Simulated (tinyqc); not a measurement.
Worked calculation: RKS/PBE in the sto-3g basis, for H2O, spin multiplicity 1. One step of it, computed by the program tinyqc.

Task: Iteration 2: building the Kohn-Sham matrix. J_ij = sum D_kl (ij|kl); F = H + J + V_xc; E = tr D H + tr D J / 2 + E_xc + E_nn.

D after iteration 1, lower triangle:
```
            1O 1s      1O 2s    1O 2px     1O 2py    1O 2pz     2H 1s     3H 1s
1O 1s    2.130540
1O 2s   -0.582608   2.674616
1O 2px   0.000000   0.000000  2.000000
1O 2py   0.000000   0.000000  0.000000   0.059543
1O 2pz   0.012971  -0.084449  0.000000   0.000000  0.040020
2H 1s    0.110694  -0.758942  0.000000   0.240252  0.198639  2.002009
3H 1s    0.110694  -0.758942  0.000000  -0.240252  0.198639  0.063209  2.002009
```

core Hamiltonian H = T + V (hartree), lower triangle:
```
             1O 1s      1O 2s     1O 2px     1O 2py     1O 2pz      2H 1s      3H 1s
1O 1s   -32.519930
1O 2s    -7.565231  -9.145591
1O 2px    0.000000   0.000000  -7.300628
1O 2py    0.000000   0.000000   0.000000  -7.407627
1O 2pz   -0.011460  -0.141578   0.000000   0.000000  -7.347359
2H 1s    -1.049192  -2.552929   0.000000  -1.599500  -1.089130  -4.299358
3H 1s    -1.049192  -2.552929   0.000000   1.599500  -1.089130  -0.750827  -4.299358
```

Two-electron integrals (ij|kl) in chemists' order, unique and non-zero (hartree):
```
(11|11) 4.785065    (21|11) 0.741380    (21|21) 0.136873    (22|11) 1.118947
(22|21) 0.256633    (22|22) 0.817206    (31|31) 0.024477    (32|31) 0.037809
(32|32) 0.180518    (33|11) 1.115814    (33|21) 0.256684    (33|22) 0.817023
(33|33) 0.880159    (41|41) 0.024477    (42|41) 0.037809    (42|42) 0.180518
(43|43) 0.047444    (44|11) 1.115814    (44|21) 0.256684    (44|22) 0.817023
(44|33) 0.785270    (44|44) 0.880159    (51|51) 0.024477    (52|51) 0.037809
(52|52) 0.180518    (53|53) 0.047444    (54|54) 0.047444    (55|11) 1.115814
(55|21) 0.256684    (55|22) 0.817023    (55|33) 0.785270    (55|44) 0.785270
(55|55) 0.880159    (61|11) 0.103083    (61|21) 0.018890    (61|22) 0.035256
(61|33) 0.035188    (61|41) 0.000715    (61|42) 0.001350    (61|44) 0.035335
(61|51) 0.000472    (61|52) 0.000892    (61|54) 0.000097    (61|55) 0.035252
(61|61) 0.002640    (62|11) 0.275561    (62|21) 0.064103    (62|22) 0.229084
(62|33) 0.225017    (62|41) 0.004013    (62|42) 0.031939    (62|44) 0.233351
(62|51) 0.002652    (62|52) 0.021107    (62|54) 0.005508    (62|55) 0.228657
(62|61) 0.009037    (62|62) 0.082607    (63|31) 0.006398    (63|32) 0.038358
(63|43) 0.006463    (63|53) 0.004271    (63|63) 0.011192    (64|11) 0.174388
(64|21) 0.041060    (64|22) 0.156675    (64|33) 0.149736    (64|41) 0.008633
(64|42) 0.058797    (64|44) 0.168028    (64|51) 0.001477    (64|52) 0.013507
(64|54) 0.007817    (64|55) 0.152080    (64|61) 0.006018    (64|62) 0.068700
(64|64) 0.067684    (65|11) 0.115246    (65|21) 0.027135    (65|22) 0.103540
(65|33) 0.098955    (65|41) 0.001477    (65|42) 0.013507    (65|44) 0.102501
(65|51) 0.007374    (65|52) 0.047284    (65|54) 0.008806    (65|55) 0.109045
(65|61) 0.003977    (65|62) 0.045401    (65|64) 0.037333    (65|65) 0.035864
(66|11) 0.444959    (66|21) 0.105159    (66|22) 0.432959    (66|33) 0.416410
(66|41) 0.007809    (66|42) 0.087686    (66|44) 0.450601    (66|51) 0.005161
(66|52) 0.057948    (66|54) 0.022596    (66|55) 0.431342    (66|61) 0.014917
(66|62) 0.205328    (66|64) 0.194929    (66|65) 0.128821    (66|66) 0.774606
(71|11) 0.103083    (71|21) 0.018890    (71|22) 0.035256    (71|33) 0.035188
(71|41) -0.000715   (71|42) -0.001350   (71|44) 0.035335    (71|51) 0.000472
(71|52) 0.000892    (71|54) -0.000097   (71|55) 0.035252    (71|61) 0.002595
(71|62) 0.008722    (71|64) 0.005362    (71|65) 0.003843    (71|66) 0.014282
(71|71) 0.002640    (72|11) 0.275561    (72|21) 0.064103    (72|22) 0.229084
(72|33) 0.225017    (72|41) -0.004013   (72|42) -0.031939   (72|44) 0.233351
(72|51) 0.002652    (72|52) 0.021107    (72|54) -0.005508   (72|55) 0.228657
(72|61) 0.008722    (72|62) 0.063761    (72|64) 0.037214    (72|65) 0.033952
(72|66) 0.125472    (72|71) 0.009037    (72|72) 0.082607    (73|31) 0.006398
(73|32) 0.038358    (73|43) -0.006463   (73|53) 0.004271    (73|63) 0.008256
(73|73) 0.011192    (74|11) -0.174388   (74|21) -0.041060   (74|22) -0.156675
(74|33) -0.149736   (74|41) 0.008633    (74|42) 0.058797    (74|44) -0.168028
(74|51) -0.001477   (74|52) -0.013507   (74|54) 0.007817    (74|55) -0.152080
(74|61) -0.005362   (74|62) -0.037214   (74|64) -0.014003   (74|65) -0.019462
(74|66) -0.068077   (74|71) -0.006018   (74|72) -0.068700   (74|74) 0.067684
(75|11) 0.115246    (75|21) 0.027135    (75|22) 0.103540    (75|33) 0.098955
(75|41) -0.001477   (75|42) -0.013507   (75|44) 0.102501    (75|51) 0.007374
(75|52) 0.047284    (75|54) -0.008806   (75|55) 0.109045    (75|61) 0.003843
(75|62) 0.033952    (75|64) 0.019462    (75|65) 0.026069    (75|66) 0.072449
(75|71) 0.003977    (75|72) 0.045401    (75|74) -0.037333   (75|75) 0.035864
(76|11) 0.074479    (76|21) 0.017480    (76|22) 0.067696    (76|33) 0.066216
(76|44) 0.067734    (76|51) 0.001143    (76|52) 0.010829    (76|55) 0.069063
(76|61) 0.002432    (76|62) 0.023782    (76|64) 0.017316    (76|65) 0.014735
(76|66) 0.061156    (76|71) 0.002432    (76|72) 0.023782    (76|74) -0.017316
(76|75) 0.014735    (76|76) 0.008638    (77|11) 0.444959    (77|21) 0.105159
(77|22) 0.432959    (77|33) 0.416410    (77|41) -0.007809   (77|42) -0.087686
(77|44) 0.450601    (77|51) 0.005161    (77|52) 0.057948    (77|54) -0.022596
(77|55) 0.431342    (77|61) 0.014282    (77|62) 0.125472    (77|64) 0.068077
(77|65) 0.072449    (77|66) 0.270001    (77|71) 0.014917    (77|72) 0.205328
(77|74) -0.194929   (77|75) 0.128821    (77|76) 0.061156    (77|77) 0.774606
```

nuclear repulsion = 7.50849677 hartree

V_xc (hartree), lower triangle:
```
            1O 1s      1O 2s     1O 2px     1O 2py     1O 2pz      2H 1s      3H 1s
1O 1s   -2.985268
1O 2s   -0.403948  -0.714391
1O 2px   0.000000   0.000000  -0.774922
1O 2py   0.000000   0.000000   0.000000  -0.687890
1O 2pz   0.000391  -0.008823   0.000000   0.000000  -0.671299
2H 1s   -0.056660  -0.203842   0.000000  -0.146587  -0.099236  -0.535410
3H 1s   -0.056660  -0.203842   0.000000   0.146587  -0.099236  -0.060095  -0.535410
```

E_xc = sum of w rho eps_xc = -8.72557418 hartree

Give: Coulomb J; Kohn-Sham matrix F; total energy of this density.

Result:

Coulomb J (hartree), lower triangle:
```
          1O 1s   1O 2s  1O 2px   1O 2py  1O 2pz   2H 1s   3H 1s
1O 1s   15.9257
1O 2s    2.9434  7.2812
1O 2px   0.0000  0.0000  7.3326
1O 2py   0.0000  0.0000  0.0000   7.2807
1O 2pz   0.0145  0.1908  0.0000   0.0000  7.2060
2H 1s    0.4072  2.1241  0.0000   1.4884  1.0294  4.6605
3H 1s    0.4072  2.1241  0.0000  -1.4884  1.0294  0.6600  4.6605
```

Kohn-Sham matrix F (hartree), lower triangle:
```
           1O 1s    1O 2s   1O 2px   1O 2py   1O 2pz    2H 1s    3H 1s
1O 1s   -19.5795
1O 2s    -5.0258  -2.5788
1O 2px    0.0000   0.0000  -0.7429
1O 2py    0.0000   0.0000   0.0000  -0.8148
1O 2pz    0.0034   0.0404   0.0000   0.0000  -0.8126
2H 1s    -0.6986  -0.6326   0.0000  -0.2577  -0.1590  -0.1743
3H 1s    -0.6986  -0.6326   0.0000   0.2577  -0.1590  -0.1509  -0.1743
```

total energy of this density = -73.860109 hartree
